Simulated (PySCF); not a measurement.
Which is lower?

The two ends of one reaction step of BH$_{3}$O, closed shell (PBE0-D4/def2-TZVP).

A:

B1  (0.128, 0.388, -0.119)
H2  (0.421, 0.780, 0.979)
O3  (-0.356, -0.857, -0.297)
H4  (-0.432, -1.359, 0.518)
H5  (0.247, 1.066, -1.097)
(Å)

B:

| atom | x (Å) | y (Å) | z (Å) |
| --- | --- | --- | --- |
| B1 | 0.1898 | 0.7321 | -1.3904 |
| H2 | -0.2137 | -1.1512 | 2.4099 |
| O3 | -0.1616 | -0.2932 | -0.8797 |
| H4 | -0.2475 | -1.0372 | 1.6723 |
| H5 | 0.5345 | 1.7361 | -1.8878 |

Program: PySCF 2.14 with density fitting (its default auxiliary sets; JK sets also for MP2 and CCSD(T)). Basis: def2-TZVPP. Cores are frozen in the correlated methods. B3LYP uses VWN-RPA correlation.

(1) Which structure is lower at CCSD(T), and by how much? (To be estimated.)

T1 diagnostic: at most 0.019.

Results:

(1) By the calculation: A, by 61.8 kJ/mol (electronic energy, against the other). By their contacts, A is BH₃O ([BH2][OH]) and B is a complex of BHO ([BH][O]) + H₂.

All methods give the same order:

| method | E(B) − E(A) (kJ/mol) |
| --- | --- |
| SPW92 | 91.6 |
| PBE-D4 | 61.5 |
| r2SCAN-D4 | 67.1 |
| PBE0-D4 | 78.9 |
| B3LYP-D4 | 60.0 |
| BHLYP-D4 | 79.0 |
| wB97M-V | 66.2 |
| HF | 82.2 |
| MP2 | 53.8 |
| CCSD | 68.5 |
| CCSD(T) | 61.8 |

Labels in which every atom is bracketed show which atoms are joined, not bond orders.

For scale, one of the runs: CCSD(T)/def2-TZVPP, 104 basis functions, launched by `OMP_NUM_THREADS=4 python run.py`. Hardware: 4 CPU threads of an Arm Neoverse V2, shared host. Wall time about 13 s.
